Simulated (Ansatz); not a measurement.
One elementary step

Start structure (CH7NSi, closed shell), relaxed at PBE0-D4/def2-TZVP:

| atom | x (Å) | y (Å) | z (Å) |
| --- | --- | --- | --- |
| Si1 | -0.7672 | 1.1655 | -0.0130 |
| N2 | 0.5380 | 0.1066 | -0.3573 |
| C3 | 0.5743 | -1.2724 | 0.0792 |
| H4 | -2.0273 | 0.5386 | -0.4962 |
| H5 | -0.5028 | 2.4426 | -0.7251 |
| H6 | -0.9747 | 1.4765 | 1.4354 |
| H7 | 1.4502 | 0.5152 | -0.4819 |
| H8 | 1.2033 | -1.8747 | -0.5824 |
| H9 | 0.9393 | -1.4021 | 1.1069 |
| H10 | -0.4329 | -1.6958 | 0.0344 |

The step: CH₇NSi ([CH3][NH][SiH3]) → CH₅N ([CH3][NH2]) + SiH₂ (still joined by a long Si–N bond); bonds formed: N2–H4; bonds broken: Si1–H4; bonds weakened to dative contacts: Si1–N2. Computed with Ansatz 0.2.0 (basis: def2-TZVPP and def2-QZVPP); correlated methods freeze the cores. Extrapolation: Hartree–Fock as exp(−7.88 √X), correlation as X^−2.97. Energies below are by CCSD(T) at an estimated basis limit (MP2 extrapolated from triple and quadruple zeta, plus CCSD(T) − MP2 in triple zeta).

Q: What are the electronic barrier and the energy of the step, from the start structure to the end structure? (To be estimated.)

A: The calculation gives: Barrier 3.099 eV; step energy 1.428 eV (uphill); reverse barrier, their difference, 1.671 eV. Barrier and step energy count from the start structure, the reverse barrier from the end structure.

The saddle point: One imaginary mode of 1572i cm⁻¹.
```tsv
pair	start (Å)	saddle (Å)	end (Å)
N2–H4	2.61	1.38	1.02
Si1–N2	1.72	1.88	2.01
Si1–H4	1.49	1.61	2.51
```

Zero-point energy (harmonic, PBE0-D4): ZPE is 2.149 eV at the start and 2.070 eV at the saddle, so the barrier goes from 3.099 to 3.020 eV.

First-order rate constant out of the start structure at 298 K by transition-state theory, with harmonic vibrational free energies alone and no tunnelling: ΔA‡ = 3.037 eV, so k = (kB T/h) exp(−ΔA‡/kB T) ≈ 10^-39 s⁻¹ (an order of magnitude at best: rotation, the number of equivalent paths and anharmonicity are left out).

The T1 diagnostic stays at or below 0.013. The restricted Hartree–Fock reference is unstable towards an unrestricted one at one or more of these structures.

Losses and insertions of silylenes and their heavier kin drive the gas-phase chemistry of silicon and germanium vapour deposition.

Labels in which every atom is bracketed show which atoms are joined, not bond orders.

For scale, one of the runs: CCSD(T)/def2-TZVPP, 202 basis functions, launched by `ansatz run in.yaml --threads 2 --pin off --events-out ev --progress --plain --max-ram 4352MiB`. Hardware: 2 CPU threads of an Intel Xeon Platinum 8375C, shared host. Wall time 30 s; peak host memory 2.5 GiB.
